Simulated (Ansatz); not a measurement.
One change: `[CH3][Mg][OH]` becomes `[CH3][Mg][CH3]`.

Ansatz, PBE0-D4/def2-TZVP geometries, multiplicity 1. Each molecule was computed in one conformer, which needn't be the lowest.

```tsv
property	`[CH3][Mg][OH]`
LUMO energy (ωB97M-V/def2-TZVPP) / eV	0.45
LUMO energy (PBE0/def2-TZVPP) / eV	-0.71
HOMO–LUMO gap (PBE/def2-TZVPP) / eV	4.69
size of the dipole moment (PBE/def2-TZVPP) / D	0.04
HOMO energy (ωB97M-V/def2-TZVPP) / eV	-9.52
LUMO energy (B3LYP/def2-TZVPP) / eV	-1.00
```

Question: Give the same properties after the change, and the shifts. (Best estimate.)

Answer: The calculation gave: 
```csv
property,`[CH3][Mg][CH3]`,shift
LUMO energy (ωB97M-V/def2-TZVPP) / eV,0.47,0.02
LUMO energy (PBE0/def2-TZVPP) / eV,-0.51,0.20
HOMO–LUMO gap (PBE/def2-TZVPP) / eV,4.16,-0.53
size of the dipole moment (PBE/def2-TZVPP) / D,0.01,-0.03
HOMO energy (ωB97M-V/def2-TZVPP) / eV,-8.66,0.86
LUMO energy (B3LYP/def2-TZVPP) / eV,-0.77,0.23
```

With PBE0 the HOMO rises by 0.80 eV and the LUMO rises by 0.20 eV, so the gap narrows by about 0.60 eV. PBE moves the HOMO by 0.80 eV and ωB97M-V by 0.86 eV.

B3LYP here is the variant with VWN-RPA as its local correlation; programs differ in this.
